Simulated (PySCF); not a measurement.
ClH₄: breathing scan

Method: PySCF, UPBE0, basis Cl def2-TZVP, H def2-TZVP (no relativity, density fitting).

Rigid scan from the doublet minimum (Cl–H 1.477 Å (×4); H–Cl–H 90.0° (×4), H–Cl–H 180.0° (×2)). Coordinate: all bonds to the central atom scaled together. Energies in kJ/mol from the minimum.

```csv
scale of all bonds to the centre,E (kJ/mol),⟨S²⟩
0.88,106.2,0.75
0.92,42.3,0.75
0.96,9.5,0.75
1.00,0.0,0.76
1.04,7.8,0.76
1.08,28.3,0.76
1.14,75.3,0.76
1.22,155.8,0.77
1.35,300.6,0.79
```

Other isomers or separated fragments may lie lower.
